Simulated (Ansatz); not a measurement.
Cost and result for the atomization energy of C3H2F2O, SMILES `FC1(F)C=CO1` (8 atoms, 8 bonds).

Charge 0, multiplicity 1. All single points use the PBE0-D4/def2-TZVP geometry. Program: Ansatz. All runs use 4 threads of an Arm Neoverse V1 on a shared host. Times are those of one run each, without the atoms' runs, and a repeat can differ threefold. Electronic energies, without spin–orbit coupling; frozen cores. CCSD(T)/CBS adds CCSD(T) − MP2 in def2-TZVPP to the MP2 limit, and its time is that of the two runs behind it. T1 = 0.013. B3LYP takes the VWN-RPA correlation (the form of Gaussian; ORCA's B3LYP/G).

CCSD(T)/CBS is a level of theory with its own doubt, some kJ/mol a heavy atom from the limit and from the frozen cores, so smaller differences don't rank the functionals.

```tsv
level	functions	wall time	atomization (kJ/mol)	difference from CCSD(T)/CBS	per bond
PBE-D4/def2-TZVPP (with forces)	214	2 s	3659.4	194.9	24.4
PBE0-D4/def2-TZVPP	214	3.4 s	3518.1	53.6	6.7
B3LYP-D4/def2-TZVPP (with forces)	214	3.7 s	3449.7	-14.8	-1.9
r2SCAN-D4/def2-TZVPP (with forces)	214	4.2 s	3502.4	37.9	4.7
B2PLYP/def2-TZVPP	214	4.8 s	3430.6	-33.9	-4.2
ωB97X-V/def2-TZVPP	214	6.5 s	3485.0	20.5	2.6
ωB97M-V/def2-TZVPP (with forces)	214	10 s	3491.0	26.5	3.3
MP2/def2-QZVPP	402	21 s	3573.3	108.8	13.6
CCSD(T)/def2-TZVPP	214	2.3 min	3362.9	-101.6	-12.7
CCSD(T)/CBS(def2)	–	2.7 min	3464.5	0.0	0.0
```

The D4 term adds +22.2 kJ/mol with B3LYP and +11.4 kJ/mol with PBE0; it sums over pairs of atoms, weighted by their polarisabilities, and B3LYP, whose exchange is more repulsive, gets the larger term. In def2-TZVPP, CCSD(T) changes the Hartree–Fock value by +1039.7 kJ/mol (the triples alone add +85.3 kJ/mol) and MP2 by +1190.0 kJ/mol; breaking electron pairs costs correlation energy, which Hartree–Fock lacks. From PBE to PBE0 (25 % exact exchange), in def2-TZVPP and without D4, the atomization energy moves by −138.8 kJ/mol: exact exchange takes away binding that semilocal exchange gives to molecules.
